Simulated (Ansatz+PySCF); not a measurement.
**doublet NO₂: levels of theory in one basis**

```tsv
atom	x (Å)	y (Å)	z (Å)
N	0.0000	0.0000	-0.3148
O	0.0000	1.0929	0.1377
O	0.0000	-1.0929	0.1377
```

Basis set: def2-SVP (spherical functions). Correlated methods keep 3 orbitals frozen. Correlation on ROHF uses semicanonical orbitals with singles. Charge 0, multiplicity 2.

Computed with Ansatz (development build ahead of 0.2.0); each method stands on the lowest determinant of its kind that the runs found. NEVPT2 correlates all electrons. Active spaces start from the frontier orbitals, and the lowest solution found is given.

| method | E − E(ROHF) (eV) | <S²> of the determinant |
| --- | --- | --- |
| ROHF | 0.00 | 0.75 |
| UHF | -0.22 | 0.77 |
| ROHF-MP2 | -14.98 | – |
| UHF-MP2 | -14.83 | 0.77 |
| ROHF-CCSD | -14.61 | – |
| UHF-CCSD | -14.62 | 0.77 |
| ROHF-CCSD(T) | -15.26 | – |
| UHF-CCSD(T) | -15.25 | 0.77 |
| CASSCF(11,9) | -4.44 | – |
| CASSCF(3,3) | -0.87 | – |
| SC-NEVPT2(11,9) | -14.33 | – |

Q: What does SC-NEVPT2(3,3) give on the same scale?

A: -14.89 eV. NEVPT2 here correlates all electrons, so it doesn't share the others' frozen core.

Q: Is a single determinant a sound starting point here?

A: Only with care. Unrestricted orbitals gain 0.22 eV and <S²> is 0.77 against 0.75 for a pure state, but some CASSCF occupations are a tenth or more from whole numbers. The CASSCF(11,9) natural occupations are 1.98, 1.97, 1.97, 1.96, 1.93, 1.03, 0.10, 0.04, 0.02. The CASSCF(3,3) natural occupations are 1.92, 1.00, 0.08.
